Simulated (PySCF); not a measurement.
**How good is the calculation?**

Cartesian coordinates in Å; atom numbers follow the order of the lines, from 1:
```xyz
4

F    -0.5388    1.1051   -0.1535
N     0.0013    0.0021    0.4276
F    -0.6825   -1.0204   -0.1499
F     1.2302   -0.0820   -0.1470
```

Method: GFN2-xTB structure, NMR shieldings at PBE0/pcSseg-1/GIAO, in PySCF (gas phase, fast rotation and ring inversion assumed for equivalent nuclei, no relativistic terms, one computed conformer).

Reference values: measured (gas, 300 K; M. E. Harding, PhD thesis, Mainz 2008 (Harding, Lenhart, Auer, Gauss, JCP 2008, 128, 244111)).
```csv
atoms,quantity,reference,computed
F1/F3/F4,σ 19F,49.9,74.1
```

Reference values: measured (solution; E. Pretsch, P. Bühlmann, M. Badertscher, Structure Determination of Organic Compounds, 4th ed., Springer 2009).
```csv
atoms,quantity,reference,computed
F1/F3/F4,δ 19F vs CFCl3,147.0,96.8
```

Absolute shieldings are compared as such; zero-point and thermal motion, absent here, lowers them by some tenths of a ppm for H, a few ppm for C and up to about 10 ppm for F.

Computed shifts are σ(ref) − σ with the named reference compound (TMS for H and C) calculated as an isolated molecule at the same level. The measured values may be among those fitted. Shieldings were converted by a linear fit to measured shifts: 19F: δ = 146.13 − 0.903σ +14.6 on sp3 carbon (rms 6.0 ppm, 223 shifts, 7.0 ppm with the 5 outliers that the fit left out vs CFCl3, solution or neat liquid); F not on carbon is unscaled, vs computed CFCl3. Occasional misses reach two or three times the rms, and more in compound classes unlike the fitted ones.

2 of the 6 published NMR values on file for this molecule are compared. The rest: values from further sources, other calculations.
